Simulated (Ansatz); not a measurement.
A nudged elastic band was laid between two geometries of BH3O + ClH (7 atoms, charge 0, multiplicity 1).

Level of theory: Ansatz 0.2.0, RKS B3LYP-D4/def2-SVP.

* movable images: 5
* climbing image: yes
* spring: 5.0 eV/Å²
* optimiser: quadratic models (default)
* start path: through a guess of the saddle point
* force threshold: 0.05 eV/Å
* iteration limit: 60
* end points: relaxed

First end point:

```xyz
7
Properties=species:S:1:pos:R:3
B -0.144 -0.430 -0.010
O -0.494 0.132 1.172
H -1.114 -0.387 1.702
H 0.625 0.189 -0.698
H -0.600 -1.503 -0.329
Cl 0.773 3.025 1.606
H 0.195 1.859 1.581
```

Last end point:

```xyz
7
Properties=species:S:1:pos:R:3
B 0.009 0.361 0.020
O -0.154 -0.098 1.621
H -1.048 0.164 1.905
H 1.159 0.080 -0.218
H -0.867 -0.268 -0.523
Cl -0.313 2.186 0.080
H 0.454 0.459 2.140
```

Problem. What changes between the two ends?

Solution. Bonds broken: Cl6–H7. Bonds formed: B1–Cl6, O2–H7. BH3O + ClH becomes BClH4O.

Problem. What energy profile does the band end with?

Solution. The run converged. The highest image is number 4 of 0 to 6, 19.5 kcal/mol above the first end and 16.2 kcal/mol above the last; the last end lies 3.3 kcal/mol above the first. A vibrational analysis at the climbing image gives one clearly imaginary mode, 1067i cm⁻¹: a first-order saddle point. The orbitals stay closed-shell, which can raise the energy where a bond breaks towards radicals; this wasn't checked here.

```
image  path coordinate (Å)  energy (kcal/mol)  Cl6–H7 (Å)  B1–Cl6 (Å)  O2–H7 (Å)
    0                 0.00                0.0        1.30        3.92       1.90
    1                 0.76                0.4        1.30        3.79       1.93
    2                 1.51                1.0        1.30        3.53       2.04
    3                 2.27                3.3        1.30        2.95       1.95
    4                 3.02               19.5        1.52        2.25       1.28
    5                 3.83                3.7        2.38        1.86       0.98
    6                 4.63                3.3        2.79        1.85       0.97
```

Problem. What is the geometry of the highest image?

Solution. 
```xyz
7
Properties=species:S:1:pos:R:3
B 0.037 0.059 0.151
O -0.059 -0.059 1.632
H -0.951 -0.304 1.919
H 1.137 -0.129 -0.279
H -0.969 -0.184 -0.460
Cl 0.042 2.286 0.489
H 0.004 1.215 1.573
```

Problem. What are the harmonic wavenumbers there?

Solution. 1067i, 358, 482, 507, 654, 831, 959, 1083, 1100, 1162, 1242, 1514, 2603, 2731, 3804 cm⁻¹.

The band took 14 iterations and of the order of 90 core-seconds.

Run time: 95 s on 1 thread of Intel(R) Xeon(R) Platinum 8488C (Sapphire Rapids) (shared host), peak memory 0.14 GiB.
